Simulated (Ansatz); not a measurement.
System: chalcopyrite CuGaSe2. Method: r²SCAN in Ansatz (PAW).

Numerical settings: plane-wave cutoff 560 eV, 8×8×8 k mesh, Fermi–Dirac smearing 0.01 eV, no spin polarisation, scalar-relativistic PAW data made under PBE.

On both sides of the equilibrium volume: at 21.383 Å³/atom the pressure is 1.46 GPa and the direct gap at Γ 0.658 eV; at 22.256 Å³/atom they are -1.33 GPa and 0.477 eV. The fitted bulk modulus is 69.7 GPa.

Work out the volume deformation potential of this gap and its pressure coefficient, in two ways.

a_V = dE_g/d ln V = (0.477 − 0.658)/ln(22.256/21.383) = -4.52 eV. Since dP = −B d ln V, dE_g/dP = −a_V/B = 65 meV/GPa. Straight from the pressures: (0.658 − 0.477)/(1.46 − (-1.33)) = 65 meV/GPa. At this level and over this range the gap at Γ widens under pressure.

Spin–orbit coupling is not included.

Ansatz is a quantum-chemistry and plane-wave program.
